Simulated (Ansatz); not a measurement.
## VBrO: computed properties

Theory: Ansatz 0.2.0, DFT PBEsol, scalar-relativistic, plane waves, PAW.

Settings: cutoff 420 eV, Γ-centred mesh 10×10×4 on the computed 6-atom cell, Gaussian smearing of 0.10 eV; collinear spin from starting moments 1.62 1.62 0 0 0 0 μB.

The structure is relaxed at this level of theory with its symmetry kept. Whether it is the stable form of this composition wasn't checked.

```cif
data_structure
_symmetry_space_group_name_H-M 'P 1'
_symmetry_Int_Tables_number 1
_cell_length_a 3.3636
_cell_length_b 3.8355
_cell_length_c 8.3738
_cell_angle_alpha 90.000
_cell_angle_beta 90.000
_cell_angle_gamma 90.000
_cell_volume 108.03
loop_
_atom_site_label
_atom_site_type_symbol
_atom_site_fract_x
_atom_site_fract_y
_atom_site_fract_z
_atom_site_occupancy
V1 V 0.50000 0.50000 0.09358 1
V2 V 0.00000 0.00000 0.90642 1
Br1 Br 0.00000 0.50000 0.31268 1
Br2 Br 0.50000 0.00000 0.68732 1
O1 O 0.00000 0.50000 0.94865 1
O2 O 0.50000 0.00000 0.05135 1
```

Task: Formation energy from the elements' standard states (Br, Hg as crystals; uncorrected)?

Result: -1.626 eV/atom.

Task: Density of states at the Fermi level?

Result: 4.63 states/eV per cell.

Task: Löwdin character within 0.5 eV of the Fermi level?

Result: V 3d 84 %, O 2p 8 %.

Task: Bader charges (e)?

Result: V (2 in the cell) 1.69, Br (2 in the cell) -0.48, O (2 in the cell) -1.20.

Task: Total moment?

Result: 4.00 μB per cell.

Task: Site moments (μB; atoms counted from 1 over the whole cell)?

Result: V (atom 1) 1.47, V (atom 2) 1.47.

Moments started parallel, and an antiferromagnetic order may lie lower. The cell holds layers, and where no dispersion correction was added their binding is poorly described.

Only this magnetic start was tried.

Cost: 1 run of about 4.4 core-minutes, on Arm Neoverse V1 (shared hosts).